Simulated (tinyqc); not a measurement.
Worked calculation: Pariser-Parr-Pople SCF with singles CI, for the molecule N=C1C=CC=C1 (SMILES; centres numbered as the heavy atoms are written). One step of it, computed by the program tinyqc.

Question. Iteration 2: orbitals and new P. Diagonalise F (the basis is taken as orthonormal) and form P = 2 sum c c over the lowest orbitals; 0.3 of the old P is kept.

F (eV), order 1N, 2C, 3C, 4C, 5C, 6C:
```
[[-7.749313, -5.489863, -0.314167, 0.511225, 0.511225, -0.314167],
 [-5.489863, -5.810935, -3.787942, 0.217372, 0.217372, -3.787942],
 [-0.314167, -3.787942, -5.229897, -5.454174, 0.083094, 1.133357],
 [0.511225, 0.217372, -5.454174, -4.839717, -4.264464, 0.083094],
 [0.511225, 0.217372, 0.083094, -4.264464, -4.839717, -5.454174],
 [-0.314167, -3.787942, 1.133357, 0.083094, -5.454174, -5.229897]]
```

pi electrons, sum of z_r less the charge = 6

P after iteration 1, order 1N, 2C, 3C, 4C, 5C, 6C:
```
[[0.667968, 0.771067, 0.121368, -0.271606, -0.271606, 0.121368],
 [0.771067, 1.160939, 0.370178, -0.078750, -0.078750, 0.370178],
 [0.121368, 0.370178, 1.125539, 0.811181, -0.030107, -0.410746],
 [-0.271606, -0.078750, 0.811181, 0.960007, 0.496293, -0.030107],
 [-0.271606, -0.078750, -0.030107, 0.496293, 0.960007, 0.811181],
 [0.121368, 0.370178, -0.410746, -0.030107, 0.811181, 1.125539]]
```

Give: orbital energies; P after iteration 2.

Answer.

orbital energies (eV): [-14.6761, -11.6817, -9.7172, -3.2474, 2.7787, 2.8442]

P after iteration 2, order 1N, 2C, 3C, 4C, 5C, 6C:
```
[[0.9149, 0.8505, 0.1335, -0.2908, -0.2908, 0.1335],
 [0.8505, 0.9711, 0.3352, -0.0124, -0.0124, 0.3352],
 [0.1335, 0.3352, 1.0901, 0.8375, -0.0353, -0.3951],
 [-0.2908, -0.0124, 0.8375, 0.9669, 0.4521, -0.0353],
 [-0.2908, -0.0124, -0.0353, 0.4521, 0.9669, 0.8375],
 [0.1335, 0.3352, -0.3951, -0.0353, 0.8375, 1.0901]]
```
